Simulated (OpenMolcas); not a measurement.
## How methods differ on BHF2 (SMILES FBF)

BHF2: 4 atoms, total charge 0, spin state singlet. As SMILES, `FBF`. The shape is that of a PBE0-D4/def2-TZVP optimisation.

```xyz
4

F     1.1543    0.4569   -0.3619
B    -0.0019   -0.0310    0.0252
F    -1.0954    0.5287   -0.4389
H    -0.0570   -0.9546    0.7756
```

Quantity: the energy change with the F1–B2 bond stretched from 1.313 to 2.627 Å, in eV. The values are calculated.

```json
{"level": "HF/STO-3G (restricted)", "kind": "Hartree–Fock", "program": "OpenMolcas", "value (eV)": "10.21", "less FCI/STO-3G": "+4.16", "CPU time (all runs)": "3.2 s"}
{"level": "SVWN5/STO-3G (restricted)", "kind": "LDA", "program": "OpenMolcas", "value (eV)": "8.08", "less FCI/STO-3G": "+2.03", "CPU time (all runs)": "8.8 s"}
{"level": "r2SCAN/STO-3G (restricted)", "kind": "meta-GGA", "program": "OpenMolcas", "value (eV)": "7.83", "less FCI/STO-3G": "+1.78", "CPU time (all runs)": "10 s"}
{"level": "M06-2X/STO-3G (restricted)", "kind": "hybrid meta-GGA", "program": "OpenMolcas", "value (eV)": "8.86", "less FCI/STO-3G": "+2.81", "CPU time (all runs)": "9.3 s"}
{"level": "B2PLYP/STO-3G (restricted)", "kind": "double hybrid", "program": "OpenMolcas", "value (eV)": "7.88", "less FCI/STO-3G": "+1.83", "CPU time (all runs)": "7.9 s"}
{"level": "MP2/STO-3G (restricted)", "kind": "perturbation theory", "program": "OpenMolcas", "value (eV)": "7.83", "less FCI/STO-3G": "+1.78", "CPU time (all runs)": "3.3 s"}
{"level": "CASSCF(2,2)/STO-3G", "kind": "multireference", "program": "OpenMolcas", "value (eV)": "5.53", "less FCI/STO-3G": "-0.52", "CPU time (all runs)": "5 s"}
{"level": "CISD/STO-3G (restricted)", "kind": "coupled cluster or CI", "program": "OpenMolcas", "value (eV)": "6.64", "less FCI/STO-3G": "+0.59", "CPU time (all runs)": "3.5 s"}
{"level": "FCI/STO-3G", "kind": "exact in the basis", "program": "OpenMolcas", "value (eV)": "6.05", "less FCI/STO-3G": "0.00", "CPU time (all runs)": "3.7 min"}
```

FCI/STO-3G is exact within its basis and frozen core, so for wave-function methods in that basis the difference is their error; functionals converge differently with the basis, so for them it is only a difference. A spin-restricted reference rises too steeply as a bond breaks; here HF/STO-3G, SVWN5/STO-3G, r2SCAN/STO-3G, M06-2X/STO-3G, B2PLYP/STO-3G, MP2/STO-3G, CISD/STO-3G lie well above the multireference or unrestricted value. The first shape isn't each level's own minimum. The values span 5.53 to 10.21 eV. All rows use very small basis sets, so none should be taken for the real molecule's value. Times are those of the runs behind each value, whatever else they computed, on shared processors of several kinds: orders of magnitude only.
